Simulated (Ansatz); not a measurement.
Reaction (atomization): `Cc1ccccc1` → 7 C• + 8 H•

Isolated molecules relaxed with PBE0-D4/def2-TZVP in Ansatz; ΔE leaves out vibrations. CBS: MP2 limit from def2 TZ/QZ plus the TZ coupled-cluster correction, frozen cores. This one scheme is used for every species, atoms too. DFT in def2-TZVPP. B3LYP here is the variant with VWN-RPA as its local correlation; programs differ in this. Open shells (•) are unrestricted, without spin–orbit coupling. Spin–orbit coupling would lower the free atoms: a little for C.

`Cc1ccccc1`:

```xyz
15

C     0.945   -1.993   -0.214
C     0.294   -0.652   -0.062
C    -0.608   -0.183   -1.012
C    -1.190    1.070   -0.888
C    -0.880    1.878    0.195
C     0.015    1.421    1.152
C     0.593    0.168    1.023
H     0.319   -2.677   -0.789
H     1.902   -1.904   -0.739
H     1.148   -2.449    0.757
H    -0.860   -0.810   -1.861
H    -1.892    1.414   -1.640
H    -1.336    2.856    0.296
H     0.261    2.043    2.005
H     1.288   -0.183    1.779
```

| level | ΔE (eV) | difference from CCSD(T)/CBS |
| --- | --- | --- |
| PBE-D4 | 74.58 | 2.58 |
| BLYP-D4 | 72.31 | 0.31 |
| PBE0-D4 | 73.36 | 1.36 |
| B3LYP-D4 | 72.41 | 0.41 |
| r2SCANh-D4 | 72.33 | 0.33 |
| r2SCAN | 72.62 | 0.62 |
| PBE0 | 73.04 | 1.04 |
| CCSD/def2-SVP | 68.76 | -3.24 |
| HF/def2-QZVPP | 54.25 | -17.75 |
| MP2/CBS(def2) | 73.74 | 1.74 |
| CCSD(T)/CBS | 72.00 | 0 |

Largest T1 diagnostic among the species: 0.010.

The D4 term adds +0.61 eV with B3LYP and +0.32 eV with PBE0; it sums over pairs of atoms, weighted by their polarisabilities, and B3LYP, whose exchange is more repulsive, gets the larger term. Leaving LDA and LC-ωPBE aside and taking each functional with its dispersion term where it has one, the values, not all of them listed here, spread over 4.21 eV, from BHLYP-D4 to PBE-D4. LDA lies +8.68 eV from PBE without D4, its usual overbinding.

For atomizations the MP2-based limit and the directly extrapolated one differ by several kJ/mol either way, and by 10 to 25 for some Ge, Se and Sn compounds, so smaller differences from it don't rank the levels.
